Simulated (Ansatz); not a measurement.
System: fcc Pd. Method: r²SCAN (Ansatz, a quantum-chemistry and plane-wave program, PAW).

From the output:

```
Crystal: 1 atoms, lattice volume = 14.718 Å³
Basis set: ecut = 560 eV, 459 PW (Γ), exchange–correlation on 72×72×72 points (27 copies of the dense FFT grid, shifted against one another)
Bands: 13, of which v1, the nominal top of the filled ones, is band 9 counted from 1 (8 counted from 0)
Symmetry: 48 space group operations
Space group: Fm-3m (ITA 225), of the structure as read, at distance tolerance 2.5e-5 Å
k-points: 413 of 13824
Functional: x = r2scan, c = r2scan; τ floored in thin density (d = 2e-4 eV/Å³)
SCF iter   1: F=—  HF=-6985.741794 eV  |F-HF|=—  |Δ(HF+E_count)|=         —  Δρ=2.12e-2  dr2=4.67e-2  dr2_τ=1.01e-2
SCF iter   2: F=—  HF=-6985.747502 eV  |F-HF|=—  |Δ(HF+E_count)|=   5.71e-3  Δρ=9.41e-3  dr2=4.62e-3  dr2_τ=1.06e-3
  ...
SCF iter   8: F=—  HF=-6985.748802 eV  |F-HF|=—  |Δ(HF+E_count)|=   2.46e-6  Δρ=1.18e-5  dr2=1.80e-8  dr2_τ=6.27e-10
SCF iter   9: F=-6985.748802 eV  HF=-6985.748802 eV  |F-HF|=3.09e-11  |Δ(HF+E_count)|=   3.05e-9  Δρ=5.47e-7  dr2=4.26e-11  dr2_τ=2.34e-12
SCF 1 converged in 9 iterations: F = -6985.748802 eV  dr2 = 4.26e-11
SCF converged after 9 iterations
Free energy (F): -6985.748802 eV
Internal energy: -6985.731861 eV  (E = F + TS)
E sigma→0 (E₀):  -6985.740331 eV
Fermi energy:    19.660262 eV
--- Stress (GPa, compression-positive) ---
        2.687019       0.000000       0.000000
        0.000000       2.687019       0.000000
        0.000000       0.000000       2.687019
  P = ⅓ Tr σ = 2.6870 GPa (26.870 kbar)
```

**Question.** Write an input file that could have produced this run (the log leaves some choices open).

**Answer.** Several could match; the one computed here: 
Ansatz 0.2 input:
```yaml
crystal:
  lattice:
    - [0.0, 1.9451, 1.9451]
    - [1.9451, 0.0, 1.9451]
    - [1.9451, 1.9451, 0.0]
  atoms:
    - { symbol: Pd, position: [0.0, 0.0, 0.0] }
basis:
  ecutwfc: 560
  ecutrho_ratio: 4
  xc_grid: 3
kpoints:
  mp_grid: { grid: [24, 24, 24] }
hamiltonian:
  xc: r2scan
  dispersion: none
  pseudopotentials: { kind: paw }
scf:
  occupations: { method: fermi_dirac, width: 0.05 }
  convergence: { dr2_threshold: 0.0000000001 }
output:
  forces: false
  stress: true
  eigenvalues: true
```

The PAW data were made under PBE.

Note: cell and atoms aren't relaxed at this level (pressure 2.7 GPa).

It cost very roughly 11 core-seconds of CPU time.
